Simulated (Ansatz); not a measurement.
`COCC(=N)O` and `N=C(O)CO` differ in one atom or group.

Ansatz, PBE0-D4/def2-TZVP geometries, multiplicity 1. Each molecule was computed in one conformer, which needn't be the lowest.

```
                                      property  `COCC(=N)O`
size of the dipole moment (PBE/def2-TZVPP) / D         1.45
       HOMO–LUMO gap (ωB97M-V/def2-TZVPP) / eV        12.77
             LUMO energy (PBE/def2-TZVPP) / eV        -0.51
           LUMO energy (B3LYP/def2-TZVPP) / eV         0.30
         HOMO energy (ωB97M-V/def2-TZVPP) / eV       -10.20
           HOMO energy (B3LYP/def2-TZVPP) / eV        -7.58
```

Q: What does the change do to each property? (Estimate.)

A: The calculation gave: 
```json
{"property": "size of the dipole moment (PBE/def2-TZVPP) / D", "`N=C(O)CO`": "0.87", "shift": "-0.58"}
{"property": "HOMO–LUMO gap (ωB97M-V/def2-TZVPP) / eV", "`N=C(O)CO`": "12.41", "shift": "-0.36"}
{"property": "LUMO energy (PBE/def2-TZVPP) / eV", "`N=C(O)CO`": "-0.82", "shift": "-0.31"}
{"property": "LUMO energy (B3LYP/def2-TZVPP) / eV", "`N=C(O)CO`": "-0.02", "shift": "-0.32"}
{"property": "HOMO energy (ωB97M-V/def2-TZVPP) / eV", "`N=C(O)CO`": "-10.17", "shift": "0.03"}
{"property": "HOMO energy (B3LYP/def2-TZVPP) / eV", "`N=C(O)CO`": "-7.54", "shift": "0.04"}
```

Dipoles are sizes alone; their direction can turn.

B3LYP here is the variant with VWN-RPA as its local correlation; programs differ in this.
